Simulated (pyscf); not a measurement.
`[Cl][SiH]([Cl])[Cl]` + `[SiH2]` [singlet] -> `[Cl][SiH2][SiH]([Cl])[Cl]`, an insertion (singlet surface; Cl–Si broken, Si–Si, Cl–Si formed). Single points on ωB97X-D3(BJ)/def2-SVP structures (PySCF, gas phase). Energies in eV from the separated reactants.

Small-basis levels: PySCF, no dispersion term, spherical d functions. 

Q: In single points B3LYP/LANL2DZ puts the saddle at 0.22 eV and the reaction energy at -2.53 eV. Should these be trusted to within a few kcal/mol? Compare with ωB97M-D3(BJ)/def2-TZVP.

A: ωB97M-D3(BJ)/def2-TZVP gives ΔE‡ = -0.09 eV and ΔE = -2.24 eV. B3LYP/LANL2DZ lies 0.31 eV over it in the barrier and 0.29 eV under it in the reaction energy, so on this step it does not hold to within 0.13 eV. ωB97M-D3(BJ)/def2-TZVP has limits of its own. On the reactant side the descent ends in a bound adduct, 0.43 eV under the separated species and 0.11 eV under the saddle at ωB97X-D3(BJ)/def2-TZVP. At ωB97M-D3(BJ) the saddle lies under the separated reactants, which points to a path from their complex (located at ωB97X-D3(BJ) alone). At ωB97X-D3(BJ) the barrier from the zero used here is -0.32 eV. One saddle was located; it need not be the lowest between these sides.
